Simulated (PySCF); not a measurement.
Input of a run (PBE0-D3(BJ)/def2-SVP geometry optimisation, gas phase (PySCF 2.14.0)), started from GFN2-xTB:
```
{"job": {"xc": "PBE0", "basis": "def2-SVP", "d3": "d3bj", "grid": 1, "kind": "geom"}, "charge": 1, "multiplicity": 1}
C     -0.311840     1.102060    -0.128000
C     -1.304700     0.127610    -0.060910
C     -1.028600    -1.210860     0.080710
S      0.529420    -1.859720     0.195360
C      1.513240    -0.487300     0.096240
C      1.044620     0.795970    -0.049670
H     -0.605460     2.135650    -0.243480
H     -2.340220     0.433650    -0.122130
H     -1.823320    -1.942370     0.127230
H      2.573290    -0.690590     0.157340
H      1.764420     1.601240    -0.104610
```

Output (energies in Eh, forces in Eh/bohr):
```
step   0  E = -590.82588950  max force = 0.009531
step   1  E = -590.82670337  max force = 0.003549
step   2  E = -590.82660774  max force = 0.006171
step   3  E = -590.82679017  max force = 0.000864
step   4  E = -590.82678787  max force = 0.001090
step   5  E = -590.82679503  max force = 0.000030
optimisation converged
```

Question: Summarise the run.

Answer: The energy falls by 2.4 kJ/mol over 6 energy and gradient evaluations, the largest force component goes from 0.0095 to 3.0e-05 Eh/bohr, and the atoms move by 0.018 Å rms after alignment. Among the bonds, C1–H7, C3–H9 and C5–H10 change most and about equally (+0.013 to +0.014 Å). Bonds longer at the end by more than 0.005 Å: 9 of 11; shorter: 2. The energy rose by more than 1e-6 Eh at steps 2 and 4. The first step brought 90 % of the lowering.

Question: What are the final bond lengths?

Answer: C1–C2 1.399 Å, C2–C3 1.382 Å, C3–S4 1.685 Å, S4–C5 1.685 Å, C5–C6 1.382 Å, C1–C6 1.399 Å, C1–H7 1.093 Å, C2–H8 1.093 Å, C3–H9 1.095 Å, C5–H10 1.095 Å, C6–H11 1.093 Å. Numbering counts from 1 in the input's order; the species is `c1cc[s+]cc1`.

The run used 113 basis functions and 37 SCF cycles in all.

PBE0-D3(BJ)/def2-SVP frequencies: not computed here.
